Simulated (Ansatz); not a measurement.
Energy needed to pull apart SiHSO (SMILES [O][SiH]=S), doublet, into free ground-state atoms, from the structure below (displaced at random from a GFN2-xTB minimum); no zero-point or spin–orbit terms; open-shell atoms are treated unrestricted, in their ground-state multiplicity.

```tsv
atom	x (Å)	y (Å)	z (Å)
O1	-1.5936	-0.1761	0.5037
Si2	-0.1014	0.1034	-0.0247
S3	1.3761	-1.3602	0.0955
H4	0.4365	1.3453	-0.6183
```

Program: Ansatz 0.2.0. Basis: def2-TZVPP. Cores are frozen in the correlated methods; orbitals are unrestricted.

```
   method  atomization energy (kcal/mol)
   PBE-D4                              ?
r2SCAN-D4                          302.2
   B97M-V                          301.7
  PBE0-D4                          291.5
  LC-wPBE                          288.2
  wB97M-V                              ?
       HF                          180.2
      MP2                          296.2
     CCSD                          272.8
  CCSD(T)                          282.9
```

Task: What does PBE-D4 give? (To be estimated.)

Result: The calculation gives: 310.9 kcal/mol, which is about 27.9 kcal/mol more than CCSD(T)/def2-TZVPP.

Task: What does wB97M-V give? (An estimate is asked for; the value comes from the calculation.)

Result: By the calculation: 295.8 kcal/mol, which is about 12.9 kcal/mol more than CCSD(T)/def2-TZVPP.

In triple zeta the MP2 and coupled-cluster atomization energies are still short of their basis limit by a few kcal/mol a bond, whereas those of the functionals are nearly converged, so these differences are not deviations from converged CCSD(T).

No T1 diagnostic of these runs exceeds 0.028. ⟨S²⟩ of the unrestricted Hartree–Fock references: 0.76 (a pure state has 0.75).

For scale, one of the runs: CCSD(T)/def2-TZVPP forces, 129 basis functions (an equivalent command: `ansatz run in.yaml --threads 4`). Hardware: 4 CPU threads, shared host. Wall time 2.4 min; peak host memory 2.2 GiB.
